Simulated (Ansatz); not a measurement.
NO$_{2}$ radical, 3 atoms. Charge 0, multiplicity 2. Hardware: A = 2 threads of an AMD EPYC 7R13 on a shared host; B = 2 threads of an AMD EPYC 7R13 on a shared host and a share of an NVIDIA H100 80 GB. Correlated methods freeze the cores. Open-shell runs search over several starts.

How many basis functions does each run have, and how long does it take in Ansatz? UHF-CCSD(T)/cc-pV(D+d)Z energy [A]; UKS PBE0-D4/def2-TZVP relaxation (5 steps) [A]; UHF-CCSD(T)/cc-pV(Q+d)Z energy [B]; UKS ωB97X-V/def2-TZVPP energy [A]; UKS ωB97M-V/def2-SVP energy [A]; UHF-CCSD(T)/cc-pV(T+d)Z energy [A]; UHF-CCSD(T)/def2-SVP energy [A]; UKS PBE0-D4/def2-QZVPP energy [A]; UHF-CCSD(T)/def2-TZVPP energy [A]; UKS PBE0-D4/def2-SVP energy [A]; UKS BHLYP-D4/def2-TZVPP energy [A]; direct RPA on PBE orbitals/def2-TZVPP energy [A]. (Estimate.)

The calculation gave: Other jobs shared the machine, so times are rough.

| level | job | functions | wall time | peak host memory (GiB) |
| --- | --- | --- | --- | --- |
| UKS PBE0-D4/def2-SVP | energy [A] | 42 | 0.86 s | 0.18 |
| UHF-CCSD(T)/def2-SVP | energy [A] | 42 | 1.4 s | 0.18 |
| direct RPA on PBE orbitals/def2-TZVPP | energy [A] | 93 | 1.4 s | 0.18 |
| UHF-CCSD(T)/cc-pV(D+d)Z | energy [A] | 42 | 1.7 s | 0.18 |
| UKS BHLYP-D4/def2-TZVPP | energy [A] | 93 | 1.8 s | 0.18 |
| UKS ωB97M-V/def2-SVP | energy [A] | 42 | 1.8 s | 0.19 |
| UKS ωB97X-V/def2-TZVPP | energy [A] | 93 | 2.7 s | 0.21 |
| UKS PBE0-D4/def2-QZVPP | energy [A] | 171 | 3.1 s | 0.27 |
| UHF-CCSD(T)/cc-pV(T+d)Z | energy [A] | 90 | 6 s | 0.46 |
| UHF-CCSD(T)/def2-TZVPP | energy [A] | 93 | 8 s | 0.51 |
| UKS PBE0-D4/def2-TZVP | relaxation (5 steps) [A] | 93 | 10 s | 0.18 |
| UHF-CCSD(T)/cc-pV(Q+d)Z | energy [B] | 165 | 13 s | 0.82 |
